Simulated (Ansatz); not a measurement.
## CCSD(T) against full CI for several species

Each species is computed at the geometry given (Å), with frozen cores, in Ansatz 0.2.0: RHF-CCSD(T) for singlets, UHF-CCSD(T) otherwise, and full CI in the same basis. The program picks the determinant by trial CCSD, so it needn't be the lowest Hartree–Fock solution. States: Al2H Π, H2O⁺ A'', HSi–MgH A'. Cases whose determinant has another symmetry than full CI's state, or whose (Q) step broke down, weren't drawn.

Judging by size, spin and bonding, rank them by the size of CCSD(T)'s error in total energy against full CI in the same basis, smallest first (an estimate).
A. H$_{2}$O⁺, doublet, cc-pVDZ: O 0.000 -0.084 0.028; H 0.000 0.846 -1.295; H 0.000 0.493 0.849
B. HSi–MgH, singlet, 6-31G: Si 0.000 -0.076 1.274; Mg 0.000 0.026 -1.395; H 0.000 1.459 1.269; H 0.000 0.027 -3.114
C. Al2H, quartet, 6-31G: Al 0.000 0.000 -2.128; Al 0.000 0.000 5.839; H 0.000 0.000 -3.711

C (6.1 meV), B (20.7 meV), A (33.5 meV).

| species | basis | correlated electrons | CCSD(T) − full CI (meV) | CCSDT(Q) − full CI (meV) | unpaired electrons (full CI) | T1 | ⟨S²⟩ of the determinant |
| --- | --- | --- | --- | --- | --- | --- | --- |
| Al2H, quartet | 6-31G | 7 | 6.1 | -0.3 | 3.06 | 0.015 | 3.75 |
| HSi–MgH, singlet | 6-31G | 8 | 20.7 | 1.5 | 0.09 | 0.018 | 0.00 |
| H2O⁺, doublet | cc-pVDZ | 7 | 33.5 | -1.0 | 1.07 | 0.058 | 0.99 |

Unpaired electrons are Σ n²(2−n)² over natural occupations; an open shell counts its own unpaired electrons too. Frozen cores follow each run's orbitals, which moves totals by a few meV.
